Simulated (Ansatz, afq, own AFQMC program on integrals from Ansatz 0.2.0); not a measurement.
**CH5N, singlet: AFQMC among the cluster methods**

| atom | x (Å) | y (Å) | z (Å) |
| --- | --- | --- | --- |
| C | -0.4663 | -0.1354 | -0.2785 |
| N | 0.8042 | 0.3952 | 0.1655 |
| H | -0.9914 | -0.8112 | 0.4296 |
| H | -0.3295 | -0.6948 | -1.2179 |
| H | -1.1570 | 0.6919 | -0.5080 |
| H | 1.4513 | -0.3615 | 0.3768 |
| H | 0.6887 | 0.9158 | 1.0325 |

Basis def2-TZVP. Only valence electrons are correlated. Ansatz 0.2.0 and our own AFQMC program on the same integrals; the CISD trial comes from CCSD amplitudes, and released means the phaseless constraint is let go. ± is one standard error of the sampling.

Determinant: RHF, the one that the program's search chose, which needn't be the lowest solution. The geometry is a PBE0/def2-SVP stationary point of this or a neighbouring charge and spin state.

No full CI on the walks' own integrals is used here; CCSDT(Q) serves as the reference and is uncertain by about the last step of the cluster series.

Cautions: the released energies are still falling, so no released level is given (meV from the phaseless value at times in 1/Eh: -6 ± 6 at 0.24, -5 ± 3 at 0.51, 1 ± 5 at 0.99, -11 ± 7 at 1.62, -22 ± 10 at 2.40), though the last usable value meets CCSDT(Q) within the noise.

```
T1 diagnostic                               : 0.0079
weight of the determinant in the CISD state : 0.878
size of the correlated space                : 14 electrons in 90 orbitals
```

```tsv
level	correlation energy (eV)
MP2	-10.6025
CCSD	-11.3200
CCSD(T)	-11.6967
```

Q: Estimate where phaseless AFQMC with the Hartree–Fock trial lies against CCSD(T) on the same integrals.

A: 8.7 ± 3.2 kJ/mol below CCSD(T).

Reference: CCSDT(Q), correlation energy -11.723 eV.

```tsv
level	E − E(reference) (kJ/mol)	share of correlation (%)
CCSD(T)	2.6	99.77
CCSDT	1.4	99.87
ph-AFQMC/HF	-6.2 ± 3.2	100.55
ph-AFQMC/CISD	0.3 ± 0.6	99.97
```
